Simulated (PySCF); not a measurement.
Potential energy curve for CH, doublet.

- ROKS-PBE = PySCF 2.14.0 with restricted open-shell PBE/cc-pVDZ
- UHF/cc-pVDZ (PySCF)
- UCCSD(T) = CCSD(T) on UHF/cc-pVDZ, 1 core orbital frozen (PySCF)

Energies relative to the lowest point of each curve near equilibrium, in kcal/mol:

```tsv
R / Å	ROKS-PBE	UHF
0.84	56.7	49.6
0.91	29.1	23.4
0.95	18.6	13.8
1.02	6.9	3.8
1.10	1.0	0.0
1.13	0.2	0.1
1.16	0.0	0.7
1.19	0.3	1.9
1.24	1.8	4.8
1.30	4.6	9.3
1.38	9.7	16.6
1.53	21.2	31.5
```

Q: Estimate the UCCSD(T) values at these points.

A: 0.84: 55.7; 0.91: 28.0; 0.95: 17.6; 1.02: 6.1; 1.10: 0.6; 1.13: 0.0; 1.16: 0.0; 1.19: 0.5; 1.24: 2.3; 1.30: 5.6; 1.38: 11.1; 1.53: 23.0 (kcal/mol).

The scan ran from 0.84 to 4.49 Å; beyond the distances shown one of the unrestricted levels run for this scan, shown here or not, changes its spin distribution in one step. The unrestricted determinant behind UHF, UCCSD(T) is spin-contaminated at 0.84 to 1.53 Å (<S²> up to 1.2, against 0.75 for a pure doublet).
